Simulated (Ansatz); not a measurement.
The input, for Ansatz 0.2.0:

```yaml
crystal:
  periodic: [false, false, false]
  atoms:
    - {symbol: Be, position_ang: [0.000000, 0.000000, 1.907000]}
    - {symbol: Be, position_ang: [0.000000, 0.000000, -1.907000]}
    - {symbol: H, position_ang: [0.000000, 0.000000, 3.254518]}
    - {symbol: H, position_ang: [0.000000, 0.000000, -3.254518]}
basis:
  gaussian: {orbitals: cc-pVDZ}
correlation: {method: fic_mrcisd_q, electrons: outside_noble_gas, active_space: {window: {electrons: 2, orbitals: 2}}}
```

```sh
$ ansatz run in.yaml --threads 1 --pin off --events-out ev --progress --plain --max-ram 2393MiB
```

Log:

```
348 factors; integrals over basis functions are off by at most 8.7e-4 eV
mean field evaluation 1: about -822.4327 eV, gradient 1.0e1 eV
mean field evaluation 2: about -822.4787 eV, gradient 1.0e1 eV
mean field evaluation 4: about -823.8028 eV, gradient 3.8e-1 eV
mean field evaluation 8: about -823.8009 eV, gradient 4.0e-5 eV
mean field -823.80088340 eV, -30.2741240727 hartree, gradient 7.7e-6 eV, S^2 0.000000; 0 other end points of the search recorded, 0 dependent functions left out; unrestricted orbitals would lower it
reference -823.80088340 eV, -30.2741240727 hartree; 5, 5 occupied and 33, 33 virtual orbitals, 348 factors
state -824.94407622 eV, -30.3161356338 hartree
contracted CI cycle   1: correlation 0.00000000 eV, 0.0000000000 hartree, residual 1.03e1 eV
contracted CI cycle   2: correlation -2.03198811 eV, -0.0746741858 hartree, residual 1.61e0 eV
contracted CI cycle   3: correlation -2.09041464 eV, -0.0768213211 hartree, residual 4.39e-1 eV
contracted CI cycle   4: correlation -2.09876644 eV, -0.0771282439 hartree, residual 1.97e-1 eV
contracted CI cycle   5: correlation -2.09980093 eV, -0.0771662607 hartree, residual 5.58e-2 eV
contracted CI cycle   6: correlation -2.09989756 eV, -0.0771698119 hartree, residual 2.27e-2 eV
contracted CI cycle   7: correlation -2.09991405 eV, -0.0771704179 hartree, residual 8.93e-3 eV
contracted CI cycle   8: correlation -2.09991679 eV, -0.0771705188 hartree, residual 4.40e-3 eV
contracted CI cycle   9: correlation -2.09991736 eV, -0.0771705395 hartree, residual 2.12e-3 eV
contracted CI cycle  10: correlation -2.09991750 eV, -0.0771705447 hartree, residual 7.94e-4 eV
state -824.94407622 eV, -30.3161356338 hartree; corrected -827.17188294 eV, -30.3980060207 hartree
Total energy: -827.17188294 eV, -30.3980060207 hartree
```

Natural occupations: 1.6868 0.3132.

For the same geometry and basis full CI lies 15.6 meV higher.

Ran on 1 thread of Arm Neoverse V1, shared host: 0.36 s wall, 0.08 GiB peak host memory.
